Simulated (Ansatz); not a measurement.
## Worked example: correlation energy of [CH3···H···H], doublet

Geometry: a point of a hydrogen-transfer path between rigid fragments, not a stationary point.

```yaml
atoms:
  - { symbol: C, position_ang: [-0.1434, 0.0000, 0.0000] }
  - { symbol: H, position_ang: [-0.5066, 1.0273, 0.0000] }
  - { symbol: H, position_ang: [-0.5066, -0.5137, 0.8897] }
  - { symbol: H, position_ang: [-0.5066, -0.5137, -0.8897] }
  - { symbol: H, position_ang: [1.0206, 0.0000, 0.0000] }
  - { symbol: H, position_ang: [2.2086, 0.0000, 0.0000] }
```

Basis 6-31G; Ansatz 0.2.0. Only valence electrons are correlated (noble-gas cores frozen), which leaves 9 electrons in 18 orbitals. Prefix R: restricted or restricted open-shell reference; prefix U: unrestricted.

Full CI is exact within this basis and frozen core; it isn't the basis-set limit. The frozen core follows each run's orbitals, which can shift R against U totals by a few meV.

Runs differ by some tens of microhartree through their thresholds and, for an open shell, their frozen cores, so steps under 0.1 kcal/mol mean nothing.

| level | total energy (hartree) |
| --- | --- |
| UHF | -40.653700 |
| UMP2 | -40.755232 |
| UCCSD | -40.775991 |
| UCCSD(T) | -40.777801 |
| UCCSDT | -40.778064 |
| UCCSDT(Q) | -40.778160 |
| full CI | -40.778164 |

Problem. What is the correlation energy at full CI, and what share of it do UMP2 and UCCSDT recover?

Solution. E(corr) = -40.778164 − (-40.653700) = -0.124464 hartree = -3.387 eV. UMP2: -0.101532 / -0.124464 = 81.58 %. UCCSDT: -0.124364 / -0.124464 = 99.92 %.

Problem. By how many kcal/mol does UCCSD(T) miss full CI (1 hartree = 627.509 kcal/mol), and which steps make up the rest?

Solution. -40.777801 − (-40.778164) = 0.000363 hartree = 0.23 kcal/mol. Steps: UCCSDT − UCCSD(T) = -0.17, UCCSDT(Q) − UCCSDT = -0.06, full CI − UCCSDT(Q) = 0.00 kcal/mol. That is within 1 kcal/mol of the reference in this basis, which itself misses far more of the correlation at the basis-set limit.
